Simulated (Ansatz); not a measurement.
C2H4F2O can be A, `FCOCF`, or B, `CC(O)(F)F`.

Program: Ansatz. Geometries: PBE0-D4/def2-TZVP. ΔE: electronic, gas phase. CCSD(T)/CBS is the MP2 limit (def2-TZVPP, def2-QZVPP) plus CCSD(T) − MP2 in def2-TZVPP, frozen cores. DFT in def2-TZVPP. B3LYP here is the variant with VWN-RPA as its local correlation; programs differ in this. One conformer a species, not always the lowest.

Q: Which is lower in electronic energy at CCSD(T)/CBS, and by how much? (Estimate.)

A: The calculation gave: B, by 24.8 kcal/mol.

Q: Give E(B) − E(A) in kcal/mol with HF/def2-TZVPP, BLYP-D4, CCSD(T)/def2-TZVPP, B2PLYP, B3LYP-D4, MP2/def2-TZVPP, LDA (SPW92). (Best estimate.)

A: Ansatz gave: HF/def2-TZVPP -23.0, BLYP-D4 -21.5, CCSD(T)/def2-TZVPP -24.3, B2PLYP -23.5, B3LYP-D4 -22.8, MP2/def2-TZVPP -25.4, LDA (SPW92) -27.0. None reverses the order clearly.

Q: Does the order hold for the free energy at 298.15 K (harmonic terms from PBE0-D4)? (An estimate is asked.)

A: Computed: Yes: G(B) − G(A) = -25.9 kcal/mol, for one conformer each.

Largest T1 diagnostic: 0.012.

At CCSD(T), def2-SVP lies −1.8 kcal/mol from the extrapolated value and def2-TZVPP +0.5 kcal/mol. From BLYP to BHLYP (50 % exact exchange), in def2-TZVPP and without D4, E(B) − E(A) moves by −2.5 kcal/mol.
